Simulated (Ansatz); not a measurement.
**Two structures, one formula**

Two relaxed structures of CH$_{3}$SSi (charge +1), closed shell (PBE0-D4/def2-TZVP; forces vanish, vibrations not checked).

A:

Si1  (-1.111, -0.237, -0.941)
C2  (0.204, -0.214, 0.375)
S3  (1.371, -1.282, 0.815)
H4  (0.054, 0.639, 1.050)
H5  (-0.225, 0.710, -1.732)
H6  (1.824, -0.685, 1.941)
(Å)

B:

```
6
angstrom
Si -0.8609 0.4003 -0.7981
C 0.2679 -0.3180 0.2646
S 1.1899 -1.2212 1.1599
H -2.1558 0.7998 -0.2301
H -0.4236 0.6346 -2.1812
H 1.9826 -0.2954 1.7850
```

Computed with Ansatz 0.2.0 (basis: def2-TZVPP); correlated methods freeze the cores. B3LYP uses VWN-RPA correlation.

(1) Which structure is lower at CCSD(T), and by how much? (An estimate is asked for; the value comes from the calculation.)

The T1 diagnostic stays at or below 0.025. The restricted Hartree–Fock reference is unstable towards an unrestricted one at one or more of these structures.

## Answers

(1) By the calculation: A, by 4.17 kcal/mol (electronic energy, against the other). By their contacts, A is CH₃SSi ([SiH][CH][SH]), total charge +1 and B is CH₃SSi ([SiH2][C][SH]), total charge +1.

All methods give the same order:

```json
{"method": "PBE-D4", "E(B) − E(A) (kcal/mol)": "6.81"}
{"method": "r2SCAN-D4", "E(B) − E(A) (kcal/mol)": "4.30"}
{"method": "PBE0-D4", "E(B) − E(A) (kcal/mol)": "6.20"}
{"method": "B3LYP-D4", "E(B) − E(A) (kcal/mol)": "5.87"}
{"method": "wB97M-V", "E(B) − E(A) (kcal/mol)": "6.27"}
{"method": "HF", "E(B) − E(A) (kcal/mol)": "3.90"}
{"method": "MP2", "E(B) − E(A) (kcal/mol)": "2.21"}
{"method": "CCSD", "E(B) − E(A) (kcal/mol)": "4.70"}
{"method": "CCSD(T)", "E(B) − E(A) (kcal/mol)": "4.17"}
```

Labels in which every atom is bracketed show which atoms are joined, not bond orders.

For scale, one of the runs: CCSD(T)/def2-TZVPP, 157 basis functions, launched by `ansatz run in.yaml --threads 2 --pin off --events-out ev --progress --plain --max-ram 4352MiB`. Time: 17 s of wall clock on 2 CPU threads of an Intel Xeon Platinum 8259CL; the host was shared. Peak host memory: 1 GiB.
